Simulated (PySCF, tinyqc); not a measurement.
A ladder of methods, and size consistency: correlation methods against full CI in the sto-3g basis, for HF, spin multiplicity 1. Computed by the program tinyqc with PySCF. Command: `OMP_NUM_THREADS=1 python tinyqc.py 112990 112991 out.jsonl`; one thread of a shared host (Intel(R) Xeon(R) Processor @ 2.60GHz), about 0.6 s.

Geometry (angstrom):
```
atom       x       y       z
F     0.0000  0.0000  0.0000
H     0.0000  0.0000  1.2190
```

RHF energy of one = -98.516818 hartree

All electrons correlated; +Q is the Davidson correction (1 - c0^2) E_corr. The last columns treat two copies 100 angstrom apart as one system. FCI is the lowest singlet.

Correlation energies (hartree):
```
method   E_corr of one  share of FCI (%)  E_corr of two at 100 angstrom  two minus twice one (mhartree)
MP2          -0.034416           59.6161                      -0.068832                          0.0000
CISD         -0.057729          100.0000                      -0.109835                          5.6239
CISD+Q       -0.060837          105.3839                      -0.120035                          1.6400
CCSD         -0.057729          100.0000                      -0.115459                          0.0000
CCSD(T)      -0.057729          100.0000                      -0.115459                          0.0000
FCI          -0.057729          100.0000                              -                               -
```

MP2 recovers 60 %, CISD 100.0 % and CCSD 100.0 % of the FCI value (c0^2 = 0.946 in CISD). MP2 and coupled cluster are size consistent, so their last column vanishes; CISD loses 5.62 mhartree, since a double excitation on each copy is a quadruple of the pair, and the Davidson correction leaves +1.64. With two electrons, or one virtual orbital, CISD and CCSD are exact for one copy, so +Q overshoots there. The restricted reference is unstable here: a spin-polarised solution lies 0.0004 hartree lower (PySCF), so results built on it describe a poor reference.
